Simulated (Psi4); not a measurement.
# H2S2 (SMILES SS) at TPSSh/def2-TZVPP

Aim: the energy change on altering one bond length of H2S2 at TPSSh/def2-TZVPP, from 2 runs. 

The calculation is run with Psi4 1.11.

## (1) The structure to begin with

H2S2 has 4 atoms, charge 0, and is taken as a singlet. SMILES: `SS`. Geometry: relaxed at PBE0-D4/def2-TZVP.

Bond lengths: S1–S2 2.046 Å, S1–H3 1.347 Å, S2–H4 1.347 Å. Angles: S1–S2–H4 98.6°, S2–S1–H3 98.6°.

## (2) A single-point energy at TPSSh/def2-TZVPP

input.json

```json
{
 "schema_name": "qcschema_input",
 "schema_version": 1,
 "molecule": {
  "schema_name": "qcschema_molecule",
  "schema_version": 2,
  "symbols": ["S", "S", "H", "H"],
  "geometry": [1.48245235, -1.49139075, 0.31499845, 0.11379931, 2.11944123, 0.12729195, -0.42598206, -2.55602466, 1.61926852, -1.17028849, 1.92799308, -2.06159672],
  "molecular_charge": 0,
  "molecular_multiplicity": 1,
  "fix_symmetry": "c1"
 },
 "driver": "energy",
 "model": {
  "method": "tpssh",
  "basis": "def2-TZVPP"
 },
 "keywords": {
  "puream": true,
  "e_convergence": 1e-09,
  "d_convergence": 1e-08,
  "scf_type": "pk",
  "dft_radial_points": 99,
  "dft_spherical_points": 590,
  "scf_properties": ["LOWDIN_CHARGES", "MULLIKEN_CHARGES", "WIBERG_LOWDIN_INDICES"]
 }
}
```

Run with:

```console
$ psi4 --qcschema input.json -n 1 --memory 2200MB
```

stdout:

```text
[...]
  Running in c1 symmetry.
[...]
  Nuclear repulsion =   85.443143548822533
[...]
  Multiplicity = 1
[...]
  Nalpha       = 17
  Nbeta        = 17
[...]
    Number of basis functions: 112
[...]
   @RKS iter   1:  -797.58689377227097   -1.02721e-01   4.45924e-03 DIIS/ADIIS
[...]
   @RKS iter  10:  -797.64815826186293    3.41061e-13   1.09129e-09 DIIS
[...]
    Orbital Energies [Eh]
    ---------------------
    Doubly Occupied:
       1A    -88.744312     2A    -88.744312     3A     -7.889358
       4A     -7.889300     5A     -5.840843     6A     -5.840600
       7A     -5.836374     8A     -5.836322     9A     -5.829587
      10A     -5.829587    11A     -0.786725    12A     -0.650902
      13A     -0.443942    14A     -0.396012    15A     -0.347524
      16A     -0.254238    17A     -0.253158
[...]
  @RKS Final Energy:  -797.64815826186293
   => Energetics <=
    Nuclear Repulsion Energy =             85.4431435488225333
    One-Electron Energy =               -1271.3062361580873585
    Two-Electron Energy =                 435.3030835620585890
    DFT Exchange-Correlation Energy =     -47.0881492146565606
    Empirical Dispersion Energy =           0.0000000000000000
    VV10 Nonlocal Energy =                  0.0000000000000000
    Total Energy =                       -797.6481582618628181
[...]
 Multipole Moments:
 ------------------------------------------------------------------------------------
     Multipole            Electronic (a.u.)      Nuclear  (a.u.)        Total (a.u.)
 ------------------------------------------------------------------------------------
 L = 1.  Multiply by 2.5417464519 to convert [e a0] to [Debye]
 Dipole X            :          1.1066539           -1.5340099           -0.4273560
 Dipole Y            :          0.4354074           -0.6035486           -0.1681412
 Dipole Z            :          0.3066458           -0.4250601           -0.1184143
 Magnitude           :                                                    0.4742642
[...]
  Mulliken Charges: (a.u.)
   Center  Symbol    Alpha    Beta     Spin     Total
       1     S     8.04662  8.04662  0.00000 -0.09324
       2     S     8.04662  8.04662  0.00000 -0.09324
       3     H     0.45338  0.45338  0.00000  0.09324
       4     H     0.45338  0.45338  0.00000  0.09324
   Total alpha = 17.00000, Total beta = 17.00000, Total charge =  0.00000
  Lowdin Charges: (a.u.)
   Center  Symbol    Alpha    Beta     Spin     Total
       1     S     7.90960  7.90960  0.00000  0.18080
       2     S     7.90960  7.90960  0.00000  0.18080
[...]
```

The result, in JSON:

```text
{
 "driver": "energy",
 "model": {
  "method": "tpssh",
  "basis": "def2-TZVPP"
 },
 "success": true,
 "return_result": -797.6481582618629,
 "properties": {
  "calcinfo_nbasis": 112,
  "calcinfo_nmo": 112,
  "calcinfo_nalpha": 17,
  "calcinfo_nbeta": 17,
  "calcinfo_natom": 4,
  "nuclear_repulsion_energy": 85.44314354882253,
  "return_energy": -797.6481582618629,
  "scf_one_electron_energy": -1271.3062361580874,
  "scf_two_electron_energy": 435.3030835620586,
  "scf_xc_energy": -47.08814921465656,
  "scf_dipole_moment": [-0.42735596785520835, -0.16814120217516582, -0.11841425740523404],
  "scf_total_energy": -797.6481582618629,
  "scf_iterations": 10
 }
}
```

Wall time 34 s (1 thread of AMD EPYC 7R43 (Zen 3), shared host); peak memory 0.87 GiB.

## (3) The distorted shape: energy and gradient at TPSSh/def2-TZVPP

calc.inp

```
memory 2200 MB

molecule system {
  S      1.328082    -0.708163     1.093327
  S      0.603822     1.202607     0.993997
  H      0.318182    -1.271543     1.783517
  H     -0.619290     1.020250    -1.090950
  symmetry c1
}

set reference rks
set puream true
set e_convergence 1e-09
set d_convergence 1e-08
set scf_type pk
set dft_radial_points 99
set dft_spherical_points 590

result, w = gradient('tpssh/def2-TZVPP', return_wfn=True)
oeprop(w, 'MAYER_INDICES', 'WIBERG_LOWDIN_INDICES', 'LOWDIN_CHARGES')
```

Run with:

```console
$ psi4 -n 1 calc.inp calc.out
```

calc.out:

```text
[...]
  Running in c1 symmetry.
[...]
  Nuclear repulsion =   81.868102922887644
[...]
  Multiplicity = 1
[...]
  Nalpha       = 17
  Nbeta        = 17
[...]
    Number of basis functions: 112
[...]
   @RKS iter   1:  -797.39817337003672   -1.49488e-01   5.00014e-03 DIIS/ADIIS
[...]
   @RKS iter  14:  -797.53275262647753    6.82121e-13   4.23265e-09 DIIS
[...]
    Orbital Energies [Eh]
    ---------------------
    Doubly Occupied:
       1A    -88.771582     2A    -88.768768     3A     -7.915280
       4A     -7.908681     5A     -5.865742     6A     -5.861732
       7A     -5.859756     8A     -5.858164     9A     -5.857374
      10A     -5.847849    11A     -0.788290    12A     -0.632544
      13A     -0.433092    14A     -0.364625    15A     -0.338845
      16A     -0.254609    17A     -0.250521
[...]
  @RKS Final Energy:  -797.53275262647753
   => Energetics <=
    Nuclear Repulsion Energy =             81.8681029228876440
    One-Electron Energy =               -1263.7032479214553859
    Two-Electron Energy =                 431.2347660318349654
    DFT Exchange-Correlation Energy =     -46.9323736597447407
    Empirical Dispersion Energy =           0.0000000000000000
    VV10 Nonlocal Energy =                  0.0000000000000000
    Total Energy =                       -797.5327526264775315
[...]
 Multipole Moments:
 ------------------------------------------------------------------------------------
     Multipole            Electronic (a.u.)      Nuclear  (a.u.)        Total (a.u.)
 ------------------------------------------------------------------------------------
 L = 1.  Multiply by 2.5417464519 to convert [e a0] to [Debye]
 Dipole X            :          1.9534705           -2.0276087           -0.0741382
 Dipole Y            :          0.1637418           -0.6771405           -0.5133986
 Dipole Z            :          1.5659871           -1.2664605            0.2995266
 Magnitude           :                                                    0.5989915
[...]
  -Total Gradient:
     Atom            X                  Y                   Z
    ------   -----------------  -----------------  -----------------
       1        0.004897429080    -0.020111676639    -0.002953386230
       2        0.016342665238     0.025678042033     0.042557310437
       3        0.000401011420     0.001449202269    -0.000396327931
       4       -0.021642946389    -0.007016320810    -0.039206368172
[...]
```

Run time: 53 s. Hardware: 1 thread of AMD EPYC 7R43 (Zen 3), shared host; peak memory 0.85 GiB.

## (4) Summary of results

Level: TPSSh/def2-TZVPP.

| quantity | value |
| --- | --- |
| first shape: total energy | -797.64816 Eh |
| first shape: dipole moment | 1.21 D |
| first shape: HOMO energy | -6.89 eV |
| first shape: LUMO energy | -1.35 eV |
| first shape: HOMO–LUMO gap | 5.53 eV |
| distorted shape: total energy | -797.53275 Eh |
| distorted shape: dipole moment | 1.52 D |
| distorted shape: HOMO energy | -6.82 eV |
| distorted shape: LUMO energy | -4.37 eV |
| distorted shape: HOMO–LUMO gap | 2.45 eV |
| distorted shape: largest force on an atom | 2.690 eV/Å |
| energy change with the S2–H4 bond stretched from 1.347 to 2.424 Å | 3.140 eV |

**Reading.** One bond (distorted shape) is far stretched, which a spin-restricted single reference describes badly; a broken-symmetry solution may lie lower. With the S2–H4 bond stretched from 1.347 to 2.424 Å the energy rises by 3.14 eV (72 kcal/mol). The first shape isn't relaxed at this level, so the change isn't measured from a minimum. A restricted reference can't describe the breaking bond well at this length. Mulliken charges (first shape) run from -0.09 on S1 to +0.09 on H3.
